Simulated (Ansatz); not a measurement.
# CH4O2S: the cost of one run

Program: Ansatz 0.2.0. Level of theory: RKS PBE-D4/6-31G. These are calculated values, not measurements.

## 1. The system as given

Bond lengths: C1–H2 1.082 Å, C1–H3 1.082 Å, C1–H4 1.082 Å, C1–H5 1.082 Å, O6–S7 1.434 Å, S7–O8 1.434 Å. Angles: H2–C1–H3 109.5°, H2–C1–H4 109.5°, H2–C1–H5 109.5°, H3–C1–H4 109.5°, H3–C1–H5 109.5°, H4–C1–H5 109.5°, O6–S7–O8 116.4°.

Structure file:

```xyz
8

C     0.0000    0.0000   -1.4416
H     0.0083    0.6482   -0.5749
H     0.3305   -0.9899   -1.1550
H     0.6657    0.3981   -2.1963
H    -1.0046   -0.0564   -1.8402
O    -0.7662    0.7828    2.9932
S     0.1308    0.2709    1.9982
O     0.6354   -1.0537    2.2164
```

## 2. Preparing the start

The input, input.yaml:

```yaml
crystal:
  periodic: [false, false, false]
  atoms:
    - { symbol: C, position_ang: [0.0, 0.0, -1.4416] }
    - { symbol: H, position_ang: [0.0083, 0.6482, -0.5749] }
    - { symbol: H, position_ang: [0.3305, -0.9899, -1.155] }
    - { symbol: H, position_ang: [0.6657, 0.3981, -2.1963] }
    - { symbol: H, position_ang: [-1.0046, -0.0564, -1.8402] }
    - { symbol: O, position_ang: [-0.7662, 0.7828, 2.9932] }
    - { symbol: S, position_ang: [0.1308, 0.2709, 1.9982] }
    - { symbol: O, position_ang: [0.6354, -1.0537, 2.2164] }
basis:
  gaussian: { orbitals: "6-31G" }
hamiltonian:
  xc: pbe
  dispersion: d4
relax:
  f_tol: 0.02
  max_steps: 40
scf:
  lower_state_search: "off"
```

On the command line:

```bash
$ ansatz run input.yaml --threads 1 --pin off --max-ram 2048MiB --backend cpu --events-out ev --progress --plain --runs-dir out
```

What time and memory should one allow on 1 thread of Arm Neoverse N1, shared host?

About 68 s, with a peak of 0.11 GiB.
